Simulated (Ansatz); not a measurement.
# [CH$_{3}$···H···H], doublet: transfer scan

Starting geometry:

```yaml
atoms:
  - { symbol: C, position_ang: [-0.1377, 0.0000, 0.0000] }
  - { symbol: H, position_ang: [-0.5009, 1.0273, 0.0000] }
  - { symbol: H, position_ang: [-0.5009, -0.5137, 0.8897] }
  - { symbol: H, position_ang: [-0.5009, -0.5137, -0.8897] }
  - { symbol: H, position_ang: [0.9519, 0.0000, 0.0000] }
  - { symbol: H, position_ang: [2.1913, 0.0000, 0.0000] }
```

From there H5 is moved from one fragment to the other while all else, the fragments' distance too, stays fixed; atoms are numbered as listed. Energies are in kcal/mol, counted from the starting geometry at the same level.

Basis cc-pVTZ; Ansatz 0.2.0. Correlated methods freeze the noble-gas cores. Prefix R: restricted or restricted open-shell reference; prefix U: unrestricted.

For open shells CISD is restricted-active-space CI with the open shells as a complete middle space.

Full CI isn't at hand for all of this; UCCSDT(Q) serves as the reference, and is uncertain by about the last step of the cluster series. The frozen core follows each run's orbitals, which can shift R against U totals by a few meV.

| distance C1-H5 (Å) | UCCSDT(Q) | error RHF | error CISD | error BCCD(T) | error RCCSDT | error UCCSDT | error RCCSDT(Q) |
| --- | --- | --- | --- | --- | --- | --- | --- |
| 1.090 | 0.0 | 0.0 | 0.0 | 0.0 | 0.0 | 0.0 | 0.0 |
| 1.160 | 1.1 | 2.3 | 0.6 | 0.0 | 0.0 | 0.0 | 0.0 |
| 1.301 | 6.4 | 8.1 | 1.8 | 0.1 | 0.0 | 0.0 | 0.0 |
| 1.443 | 8.9 | 8.4 | 2.0 | 0.1 | 0.0 | 0.0 | 0.0 |
| 1.584 | 9.5 | 2.8 | 0.6 | 0.1 | 0.0 | 0.0 | 0.0 |

Errors are those of relative energies. In total energy the starting point itself misses UCCSDT(Q) by: RHF 147.8, CISD 11.6, BCCD(T) 0.4, RCCSDT 0.1, UCCSDT 0.1, RCCSDT(Q) 0.0 kcal/mol.

Spread of the error over the points with a reference, to 1.584 Å (largest less smallest): RCCSDT(Q) 0.0, UCCSDT 0.0, RCCSDT 0.0, BCCD(T) 0.1, CISD 2.0, RHF 8.4 kcal/mol.
